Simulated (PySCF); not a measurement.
C3H4ClO (doublet state).
Z-matrix (Å and degrees, GFN2-xTB geometry), rows numbered from 1:
```
C 
C   1  1.3645
Cl  2  1.7606  1  118.28
C   2  1.3839  1  126.49  3   179.95
O   4  1.3394  2  124.64  1  -179.87
H   1  1.0730  2  119.83  3  -179.97
H   1  1.0721  2  121.77  3     0.04
H   4  1.0770  2  121.14  1     0.18
H   5  0.9741  4  108.33  2    -0.01
```

The hyperfine couplings belong to this conformer and change with its torsions.

The species is `C=C(Cl)[CH]O` [radical].

Level of theory: PySCF, UKS B3LYP, pcH-1 on C Cl H O, non-relativistic, mean-field spin-orbit, GIAO. Geometry: GFN2-xTB, one conformer, isolated molecule. Couplings are sensitive to structure, and on GFN2-xTB geometries they can be far from those on DFT ones. No stability test was run, so a lower SCF solution isn't excluded. ⟨S²⟩ is 0.773 where a pure state has 0.75.

Q: Match the computed a_iso(13C) values -53.0, +52.2, +48.7 MHz with the sites C1; C2; C4.

A: 
```json
{"site": "C1", "a_iso (MHz)": "+52.2", "ρ(0) (bohr⁻³)": "+0.0465", "position": "largest spin population", "distance from C1 (Å)": "0.00", "spin population": "+0.66", "largest |T| (MHz)": "99.5"}
{"site": "C2", "a_iso (MHz)": "-53.0", "ρ(0) (bohr⁻³)": "-0.0471", "position": "1 bond from C1", "distance from C1 (Å)": "1.36", "spin population": "-0.21", "largest |T| (MHz)": "26.0"}
{"site": "C4", "a_iso (MHz)": "+48.7", "ρ(0) (bohr⁻³)": "+0.0433", "position": "a main spin site", "distance from C1 (Å)": "2.45", "spin population": "+0.54", "largest |T| (MHz)": "95.5"}
```

ρ(0) is the spin density at the nucleus and T the dipolar tensor; a_iso includes a spin–orbit part. Largest spin populations (Mulliken): C1 (+0.66), C4 (+0.54), C2 (-0.21) and O5 (+0.11). The positive populations add up to 1.31 and the negative ones to -0.31, together 2S = 1. The angles at C1 add up to 360.0°, so it is planar; its axial dipolar tensor and the negative couplings of its protons fit spin in a p orbital normal to that plane. Main spin sites, with 60 % or more of the largest population: C1, C4; positions count bonds from the nearest.

The SMILES `C=C(Cl)[CH]O` draws the unpaired electron on C4, whose computed spin population is only +0.54.

Time: 34 s wall (with the writing of density and orbital grids); peak memory 0.60 GiB. Hardware: Arm Neoverse N1, one thread, on a shared host.
